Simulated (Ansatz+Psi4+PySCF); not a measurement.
## doublet SO₂(+): levels of theory in one basis

```yaml
atoms:
  - { symbol: S, position_ang: [0.0000, 0.0000, 0.3703] }
  - { symbol: O, position_ang: [0.0000, 1.2776, -0.3703] }
  - { symbol: O, position_ang: [0.0000, -1.2776, -0.3703] }
```

Basis set: cc-pVTZ on O; cc-pV(T+d)Z on S (spherical functions). Frozen core: 7 orbitals. Correlation on ROHF uses semicanonical orbitals with singles. Charge 1, multiplicity 2.

Computed with Ansatz (development build ahead of 0.2.0); each method stands on the lowest determinant of its kind that the runs found.

```tsv
method	E − E(ROHF) (eV)	<S²> of the determinant
ROHF	0.00	0.75
UHF	-0.59	1.20
ROHF-MP2	-16.65	–
UHF-MP2	-15.16	1.20
ROHF-CCSD	-17.08	–
UHF-CCSD	-16.46	1.20
ROHF-CCSD(T)	-18.10	–
UHF-CCSD(T)	-17.25	1.20
ROHF-CCSDT	-18.22	–
```

Question: Is a single determinant a sound starting point here?

Answer: It is doubtful. Unrestricted orbitals lower Hartree–Fock by 0.59 eV and <S²> is 1.20 where a pure state has 0.75, a sign of strong static correlation.

Caution for ROHF, ROHF-MP2, ROHF-CCSD, ROHF-CCSD(T), ROHF-CCSDT: the determinant breaks the point group. Caution for UHF, UHF-MP2, UHF-CCSD, UHF-CCSD(T): the unrestricted determinant is spin contaminated; the determinant may break the point group. Caution for ROHF-MP2, UHF-MP2, ROHF-CCSD, UHF-CCSD, ROHF-CCSD(T), UHF-CCSD(T), ROHF-CCSDT: large amplitudes, a single reference is doubtful. Caution for ROHF-MP2, UHF-MP2: MP2 on this radical cation hangs on the determinant chosen. Caution for ROHF-MP2, ROHF-CCSD(T), UHF-CCSD(T): another reference gives a lower total.
